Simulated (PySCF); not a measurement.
C3H7Cl, SMILES CC(C)Cl, point group Cs.

Level: B3LYP/pcSseg-1 in PySCF (density fitting, grid level 2); geometry and Hessian at that level, cubic constants and property derivatives from steps of ±0.6 along each species' dimensionless normal coordinates, second-order vibrational perturbation theory. The parent has the commonest isotopes.

Equilibrium geometry (Å):

```tsv
atom	x	y	z
C1	-1.2043	0.4377	-0.2429
C2	-0.0372	-0.1631	0.5219
C3	1.2793	-0.1316	-0.2357
Cl4	-0.4388	-1.9095	0.9651
H5	-1.3619	-0.0851	-1.1925
H6	-2.1298	0.3862	0.3376
H7	-0.9934	1.4926	-0.4614
H8	0.0722	0.3266	1.4928
H9	2.0866	-0.5809	0.3498
H10	1.1984	-0.6717	-1.1852
H11	1.5506	0.9095	-0.4535
```

(1) Give the equilibrium and ground-state rotational constants (MHz) of parent; ²H at 6.

(2) How is the parent's vibrational correction B0 − Be made up?

(3) And its quartic centrifugal distortion constants from the harmonic force field?

(4) Which nuclear quadrupole couplings χaa, χbb, χcc (MHz) does the parent show, at equilibrium and averaged?

A mode lies under 250 cm⁻¹, where this perturbation treatment is rough. Internal rotors are held in one well.

## Answers

(1) 
```json
{"species": "parent", "Ae": "8011.7", "Be": "4449.9", "Ce": "3137.6", "A0": "7928.4", "B0": "4416.9", "C0": "3108.9", "Δ0 (u Å²)": "-15.606", "harmonic ZPE (cm⁻¹)": "20669"}
{"species": "²H at 6", "Ae": "7459.2", "Be": "4427.3", "Ce": "3040.8", "A0": "7384.2", "B0": "4395.1", "C0": "3013.6", "Δ0 (u Å²)": "-15.729", "harmonic ZPE (cm⁻¹)": "19965"}
```

Δ0 = Ic − Ia − Ib from the ground-state constants.

(2) 
```csv
axis,harmonic,Coriolis,cubic,total (MHz)
a,15.8,-8.47,-90.7,-83.3
b,7.67,-3.86,-36.9,-33
c,2.18,-1.33,-29.5,-28.6
```

(3) Asymmetric top, A reduction, Ir representation: ΔJ = 1.45 kHz, ΔJK = 2.63 kHz, ΔK = 2.65 kHz, δJ = 0.425 kHz, δK = 3.26 kHz.

(4) 35Cl at 4: -67.1, 37.1, 30.0 and -67.0, 37.1, 29.9.
